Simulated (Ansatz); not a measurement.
Reaction (SMILES): C=C(F)F + 4 [H][H] (H2) → 2 C (CH4) + 2 F (HF)
B3LYP-D3(BJ)/def2-TZVP geometries, fixed; electronic energies without zero-point terms.
Largest species:
```
C
C 1 1.3156
F 1 1.3225 2 125.22
F 1 1.3225 2 125.22 3 -180.00
H 2 1.0775 1 119.81 3 0.00
H 2 1.0775 5 120.39 1 180.00
```
Charge 0, spin multiplicity 1.

Basis-set convergence of the energy of full hydrogenation at PBE with Ansatz (a first-principles code). Cartesian d functions, on some or all atoms, in 6-31G*, 6-31+G*; all else is spherical. The program fits the integrals of some runs and decomposes those of others, by size. No added dispersion term, no relativity. Functions are those of the species that has most. Reference: the value in aug-cc-pVQZ, -95.03 kcal/mol, itself unsure by roughly 0.34 kcal/mol (its mean distance from def2-QZVPPD, pcseg-3, def2-QZVPP). Deviations are taken from unrounded values.

```json
[
 {"basis": "6-31G*", "functions": "64", "energy of full hydrogenation (kcal/mol)": "-68.54"},
 {"basis": "6-31+G*", "functions": "80", "energy of full hydrogenation (kcal/mol)": "-89.13"},
 {"basis": "cc-pVDZ", "functions": "66", "energy of full hydrogenation (kcal/mol)": "-78.30"},
 {"basis": "aug-cc-pVDZ", "functions": "110", "energy of full hydrogenation (kcal/mol)": "-100.59"},
 {"basis": "def2-SVP", "functions": "66", "energy of full hydrogenation (kcal/mol)": "-78.75"},
 {"basis": "def2-SVPD", "functions": "102", "energy of full hydrogenation (kcal/mol)": "-100.89"},
 {"basis": "pcseg-1", "functions": "66", "energy of full hydrogenation (kcal/mol)": "-85.56"},
 {"basis": "aug-pcseg-1", "functions": "110", "energy of full hydrogenation (kcal/mol)": "-95.46"},
 {"basis": "6-311G**", "functions": "84", "energy of full hydrogenation (kcal/mol)": "-85.39"},
 {"basis": "6-311+G**", "functions": "100", "energy of full hydrogenation (kcal/mol)": "-97.28"},
 {"basis": "def2-TZVP", "functions": "136", "energy of full hydrogenation (kcal/mol)": "-89.09"},
 {"basis": "def2-TZVPD", "functions": "172", "energy of full hydrogenation (kcal/mol)": "-93.09"},
 {"basis": "cc-pVTZ", "functions": "148", "energy of full hydrogenation (kcal/mol)": "-88.80"},
 {"basis": "aug-cc-pVTZ", "functions": "230", "energy of full hydrogenation (kcal/mol)": "-95.06"},
 {"basis": "pcseg-2", "functions": "148", "energy of full hydrogenation (kcal/mol)": "-94.25"},
 {"basis": "aug-pcseg-2", "functions": "230", "energy of full hydrogenation (kcal/mol)": "-95.28"},
 {"basis": "def2-TZVPP", "functions": "152", "energy of full hydrogenation (kcal/mol)": "-92.55"},
 {"basis": "def2-TZVPPD", "functions": "188", "energy of full hydrogenation (kcal/mol)": "-95.47"},
 {"basis": "cc-pVQZ", "functions": "280", "energy of full hydrogenation (kcal/mol)": "-92.31"},
 {"basis": "aug-cc-pVQZ", "functions": "412", "energy of full hydrogenation (kcal/mol)": "-95.03"},
 {"basis": "def2-QZVPP", "functions": "288", "energy of full hydrogenation (kcal/mol)": "-94.19"},
 {"basis": "def2-QZVPPD", "functions": "324", "energy of full hydrogenation (kcal/mol)": "-95.11"}
]
```

What the diffuse functions change, pair by pair:
- 6-31G* to 6-31+G*: 16 more functions, deviation 26.49 to 5.91 kcal/mol
- cc-pVDZ to aug-cc-pVDZ: 44 more functions, deviation 16.74 to -5.55 kcal/mol
- def2-SVP to def2-SVPD: 36 more functions, deviation 16.28 to -5.85 kcal/mol
- pcseg-1 to aug-pcseg-1: 44 more functions, deviation 9.47 to -0.43 kcal/mol
- 6-311G** to 6-311+G**: 16 more functions, deviation 9.64 to -2.25 kcal/mol
- def2-TZVP to def2-TZVPD: 36 more functions, deviation 5.95 to 1.95 kcal/mol
- cc-pVTZ to aug-cc-pVTZ: 82 more functions, deviation 6.23 to -0.02 kcal/mol
- pcseg-2 to aug-pcseg-2: 82 more functions, deviation 0.78 to -0.24 kcal/mol
- def2-TZVPP to def2-TZVPPD: 36 more functions, deviation 2.48 to -0.43 kcal/mol
- cc-pVQZ to aug-cc-pVQZ: 132 more functions, deviation 2.72 to 0.00 kcal/mol
- def2-QZVPP to def2-QZVPPD: 36 more functions, deviation 0.85 to -0.08 kcal/mol

Leaving out the reference's own pair, they bring the value nearer the reference by more than 0.34 kcal/mol in 10 of 10 pairs.
